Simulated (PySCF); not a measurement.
ethanol cation (C2H6O), SMILES CCO (connectivity only; charge and spin as stated), charge +1, multiplicity 2.

The structure is a stationary point at PBE0-D3(BJ)/def2-TZVP. The multiplicity is an assumed one; other spin states were not compared. The values are those of a single conformer.

The numbers are results of PBE/def2-TZVPD run with PySCF, not measurements.

Isolated molecule, no solvent.

```yaml
total_energy: -154.54325 hartree
point_group: Cs
"α spin, highest occupied and lowest empty level": -14.37 and -5.94 eV
"β spin, highest occupied and lowest empty level": -15.44 and -13.18 eV
dipole_moment_about_the_centre_of_nuclear_charge: 0.37 D
mean_static_polarisability: 32.3 bohr³ (4.79 Å³)
polarisability_principal_values: 25.1, 31.4, 40.5 bohr³
"⟨S²⟩": 0.752 (pure state 0.75)
```
